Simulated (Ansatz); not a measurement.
Total energies of PPPP tetrahedron (P4) from Ansatz at r2SCAN-D4/def2-TZVP, gas phase (1 Eh = 27.2114 eV = 2625.5 kJ/mol). The reference geometry is relaxed at PBE0-D4/def2-TZVP.

| state | geometry | energy (Eh) |
| --- | --- | --- |
| charge 0 singlet | reference | -1365.42195 |
| charge 1 doublet | reference | -1365.06764 |
| free P atom (quartet) | – | -341.23792 |

(1) Work out the vertical ionisation energy to the doublet.

(2) What is the binding energy per atom against free atoms?

(1) E(charge 1 doublet) − E(charge 0 singlet) = -1365.06764 − (-1365.42195) = 0.35431 Eh = 9.64 eV. For comparison, −ε of the highest occupied level is 6.88 eV at this level, 2.76 eV less.

(2) Atoms: 4 × (-341.23792) = -1364.95168 Eh. Binding: -1364.95168 − (-1365.42195) = 0.47027 Eh = 12.80 eV, or 3.20 eV for each of 4 atoms (no zero-point energy, no counterpoise term).
